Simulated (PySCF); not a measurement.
## Removing an electron from silanimine

Compound: silanimine, H3NSi.
SMILES with atom numbers: `[NH:1]=[SiH2:2]` (hydrogens: H3 on N1; H4, H5 on Si2)

Geometry (PBE0-D3(BJ)/def2-SVP, Å), atoms numbered from 1 in this order:
```
atom  x, y, z in Å
N1     1.0770   -0.5294    0.0178
Si2   -0.4352    0.0025   -0.0068
H3     1.8559    0.1261   -0.0133
H4    -0.9531    1.4052   -0.0745
H5    -1.5273   -0.9987    0.0425
```

Level: wB97X-D/def2-SVPD (PySCF). Frontier orbitals with their largest atomic shares (Löwdin; up to four atoms above 4 %):

```
orbital  ε (eV)                           main atoms
 HOMO−3  -13.92  N1 39 %, Si2 28 %, H4 19 %, H3 13 %
 HOMO−2  -12.43  Si2 40 %, H5 32 %, N1 13 %, H4 13 %
 HOMO−1   -9.70            N1 60 %, Si2 29 %, H3 7 %
   HOMO   -9.54                                    ?
   LUMO    0.05  Si2 54 %, N1 24 %, H4 11 %, H5 10 %
 LUMO+1    1.91   Si2 58 %, N1 17 %, H4 10 %, H3 8 %
 LUMO+2    2.28   Si2 53 %, H4 22 %, H5 19 %, N1 5 %
```

Q: What vertical ionisation energy does ΔSCF give, and how far is −ε(HOMO) from it?

A: ΔSCF: 9.88 eV (954 kJ/mol; threshold wavelength 125 nm); ⟨S²⟩ of the doublet left behind is 0.761, against 0.75 for a pure doublet. −ε(HOMO) is 9.54 eV, 0.34 eV below it. For the exact functional −ε(HOMO) would equal the first vertical ionisation energy; wB97X-D (range-separated hybrid) falls short of its own ΔSCF value by 3 %.

Q: On which atoms does the HOMO lie?

A: N1 (nitrogen bonded to Si and H) 68 %, Si2 (silicon bonded to N and 2 H) 17 %, H3 (N–H hydrogen) 7 %, H4 (Si–H hydrogen) 6 %, so more than half of it is on one atom. The HOMO−1 lies 0.16 eV lower.

Q: With α = 37.5 au, estimate the like-pair dispersion coefficient by London's formula C6 = (3/4)α²I.

A: I = 0.3632 Eh, so C6 ≈ 382 au, a rough estimate.

Q: How many of the 10 lowest singlet excitations (vertical TDDFT, same level) lie below the ionisation energy?

A: All 10; they run from 4.27 to 8.59 eV.

Isolated species at its PBE0-D3(BJ)/def2-SVP geometry, gas phase.

Note: wB97X-D ran without an empirical dispersion term, which enters the total energy and its gradient alone.
